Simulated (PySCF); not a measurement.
Species: F2OS.
Structure used (PBE0-D3(BJ)/def2-SVP), in Å, numbered top down from 1:
```xyz
4
F2OS angstrom
O      1.3645    0.1370   -0.3879
S      0.2330   -0.1154    0.4612
F     -0.8203    1.0828    0.2020
F     -0.6939   -1.1949   -0.3057
```

Computed, not measured: core-valence-separated Tamm–Dancoff BHandHLYP/aug-pcX-1 (def2-SVPD on S) in PySCF, non-relativistic, gas phase, PBE0-D3(BJ)/def2-SVP geometry. Absolute energies from this functional tend to lie a few eV below measured edges; no shift was applied.

The lowest roots of each edge with f over 0.003 (five at most, numbered afresh; weaker and dark ones are left out), with transition dipoles (au) in the frame of the coordinates:

```csv
root,edge,E (eV),f,μx,μy,μz
1,O,530.73,0.0321,0.0025,-0.0485,-0.0108
2,O,532.74,0.0240,-0.0178,0.0076,-0.0383
3,O,533.52,0.0374,0.0495,0.0069,-0.0192
4,O,535.48,0.0072,0.0158,0.0046,-0.0166
5,O,536.65,0.0046,0.0143,0.0033,-0.0114
6,F,683.66,0.0321,-0.0070,0.0428,0.0061
7,F,683.66,0.0405,0.0400,0.0011,0.0287
8,F,685.98,0.0131,-0.0090,0.0262,0.0029
9,F,685.98,0.0085,0.0092,0.0187,0.0084
10,F,687.86,0.0242,0.0273,0.0073,-0.0252
```

Problem. Molecules are fixed in this frame and the field points along y. What effective strengths 3 f cos²θ do the roots have (θ between field and μ)?

Solution. root 1 (O1): 0.092, root 2 (O1): 0.002, root 3 (O1): 0.002, root 4 (O1): 0.001, root 5 (O1): 0.000, root 6 (F3/F4): 0.092, root 7 (F3/F4): 0.000, root 8 (F3/F4): 0.035, root 9 (F3/F4): 0.018, root 10 (F3/F4): 0.003. Averaged over all orientations cos²θ is 1/3, which gives f back. For degenerate partners only the sum has meaning, as the program may mix them freely.

